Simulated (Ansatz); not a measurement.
Mulliken charges of `F[C@H]1C[C@@H]1F` from r2SCAN/def2-TZVPP in Ansatz (PBE0-D4/def2-TZVP geometry).

```tsv
atom	x (Å)	y (Å)	z (Å)	charge (e)
F1	-0.868	-0.495	1.677	-0.227
C2	-0.168	0.253	0.781	0.162
C3	0.776	-0.438	-0.150	-0.124
C4	-0.512	0.133	-0.649	0.162
F5	-0.476	1.256	-1.417	-0.227
H6	0.105	1.227	1.169	0.061
H7	1.695	0.083	-0.387	0.066
H8	0.844	-1.518	-0.104	0.066
H9	-1.306	-0.547	-0.937	0.061
```

**Question.** By hand: the dipole of these point charges (1 e Å = 4.8032 D).

**Answer.** Σ q r = (0.193, -0.109, -0.037) e Å, of length 0.225 e Å = 1.08 D.

**Question.** How does the dipole of the full density compare? (Best estimate.)

**Answer.** Computed: (0.201, -0.114, -0.039) e Å, 1.13 D; the point charges give 0.96 times that, at 0° from its direction.

Point charges leave out the atoms' own dipoles, such as those of lone pairs, and Mulliken's split depends on the basis, so the close match here is no proof of good charges.
